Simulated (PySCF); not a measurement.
# SiH₄ at several levels of theory

All levels use the PBE0 minimum (singlet; Si–H 1.485 Å (×4); H–Si–H 109.5° (×6)), basis [Si def2-TZVP, H def2-TZVP], no relativity, density fitting, no spin–orbit coupling, PySCF. For vertical energies the ionised species is a doublet (spins chosen at PBE0 and kept). Atomisation goes to high-spin ground-configuration atoms, without zero-point energy. Open shells are unrestricted, also as the reference of the correlated levels. A dash marks a value that was not computed or is not defined at that level.

```
    level  atomisation (kJ/mol)  vertical IP (eV)  −ε(HOMO) (eV)  gap (eV)
     PBE0                  1319             12.43           9.86     10.93
       HF                  1071             12.41          13.23     17.13
      PBE                  1312             12.13           8.51      8.74
   r2SCAN                  1345             12.30           8.86      9.57
    B3LYP                  1354             12.46           9.66     10.50
    TPSSh                  1396             12.41           9.29     10.07
      MP2                  1270             12.85              –         –
BHandHLYP                  1352             12.66          11.16     13.04
    B97-3                  1341             12.48           9.94     11.24
```
